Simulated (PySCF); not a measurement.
# C2H5FO (2-fluoroethanol): the cost of one run

The runs use PySCF 2.14.0, with density-fitted response routines of our own; the level of theory stands in each step. All values are computed, except where a source is named. Atoms are numbered from 0 throughout.

## 1. The molecule as given

9 atoms, charge 0, multiplicity 1; geometry from: GFN2-xTB. The atoms were then displaced at random by about 0.01 Å, so the start is not that level's minimum.

Bonds of the start (Å): O0–C1 1.37, C1–C2 1.52, C2–F3 1.40, O0–H4 0.97, C1–H5 1.08, C1–H6 1.10, C2–H7 1.12, C2–H8 1.07.

## 2. Geometry optimisation at PBE0-D3(BJ)/def2-TZVP

The job: settings as JSON, then the geometry in Å.

```
{"job": {"xc": "PBE0", "basis": "def2-TZVP", "d3": "d3bj", "grid": 2, "shake": 0.01, "kind": "geom"}, "charge": 0, "multiplicity": 1}
O     -1.568630     0.066890     0.135210
C     -0.360280    -0.570250     0.231160
C      0.760730     0.224770    -0.418550
F      1.080580     1.348410     0.344490
H     -1.506260     0.957700     0.525620
H     -0.472800    -1.511690    -0.293440
H     -0.091750    -0.766820     1.284830
H      1.719020    -0.352280    -0.456350
H      0.497200     0.586120    -1.386680
```

Run with:

```
$ OMP_NUM_THREADS=1 python probes_run.py task.json out
```

One launch serves the whole session: the jobs run in the order shown.

**Question.** How long does this first job take on 1 thread of Arm Neoverse V1, shared host, and how much memory does it need?

About 82 s, with a peak of 0.67 GiB.
